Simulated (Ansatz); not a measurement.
# CH9NSi: the cost of one run

Method: RKS PBE-D4/def2-SVP, in Ansatz 0.2.0.

### 1 Starting point

Bond lengths: Si1–C2 2.220 Å, C2–H3 1.110 Å, C2–H4 1.110 Å, C2–H5 1.110 Å, Si1–H6 1.460 Å, Si1–H7 1.459 Å, Si1–H8 1.459 Å, Si1–N9 2.120 Å, N9–H10 1.060 Å, N9–H11 1.060 Å. Angles (14 of 19 angles, heavy atoms first): C2–Si1–N9 71.6°, Si1–C2–H3 109.5°, Si1–C2–H4 109.5°, Si1–C2–H5 109.5°, C2–Si1–H6 109.5°, C2–Si1–H7 109.5°, C2–Si1–H8 109.5°, H6–Si1–N9 170.0°, H7–Si1–N9 61.6°, H8–Si1–N9 78.8°, Si1–N9–H10 120.0°, Si1–N9–H11 120.0°, H3–C2–H4 109.4°, H3–C2–H5 109.4°.

Coordinates:

```xyz
12

Si    0.0000    0.0000    0.0000
C     0.0000    0.0000    2.2200
H    -0.9996   -0.3092    2.5905
H     0.7676   -0.7111    2.5905
H     0.2320    1.0203    2.5905
H     1.3768    0.0000   -0.4862
H    -0.6877    1.1914   -0.4862
H    -0.6877   -1.1914   -0.4862
N    -1.9784    0.3654    0.6685
H    -2.7932   -0.1358    0.2118
H    -2.1528    1.0492    1.4594
H    -1.2709    0.2347    1.7913
```

### 2 A restrained relaxation towards end A

Springs on the bonds that form and break draw the guess towards this end; the thresholds are loose.

Input file input.yaml:

```yaml
crystal:
  periodic: [false, false, false]
  atoms:
    - { symbol: Si, position_ang: [0.0, 0.0, 0.0] }
    - { symbol: C, position_ang: [0.0, 0.0, 2.22] }
    - { symbol: H, position_ang: [-0.9996, -0.3092, 2.5905] }
    - { symbol: H, position_ang: [0.7676, -0.7111, 2.5905] }
    - { symbol: H, position_ang: [0.232, 1.0203, 2.5905] }
    - { symbol: H, position_ang: [1.3768, 0.0, -0.4862] }
    - { symbol: H, position_ang: [-0.6877, 1.1914, -0.4862] }
    - { symbol: H, position_ang: [-0.6877, -1.1914, -0.4862] }
    - { symbol: "N", position_ang: [-1.9784, 0.3654, 0.6685] }
    - { symbol: H, position_ang: [-2.7932, -0.1358, 0.2118] }
    - { symbol: H, position_ang: [-2.1528, 1.0492, 1.4594] }
    - { symbol: H, position_ang: [-1.2709, 0.2347, 1.7913] }
basis:
  gaussian: { orbitals: def2-SVP }
hamiltonian:
  xc: pbe
  dispersion: d4
relax:
  f_tol: 0.15
  max_steps: 25
  restrain:
    - { distance: [0, 8], at: 3.02, k: 30.0 }
    - { distance: [11, 1], at: 2.31, k: 30.0 }
    - { distance: [0, 1], at: 1.87, k: 30.0 }
    - { distance: [11, 8], at: 1.06, k: 30.0 }
```

The run is started by

```console
$ ansatz run input.yaml --threads 2 --pin off --max-ram 3072MiB --backend cpu --events-out ev --progress --plain --runs-dir out
```

**Question.** How long does this run take on 2 threads of Arm Neoverse V1, shared host, and how much memory does it need?

About 18 s, with a peak of 0.12 GiB.
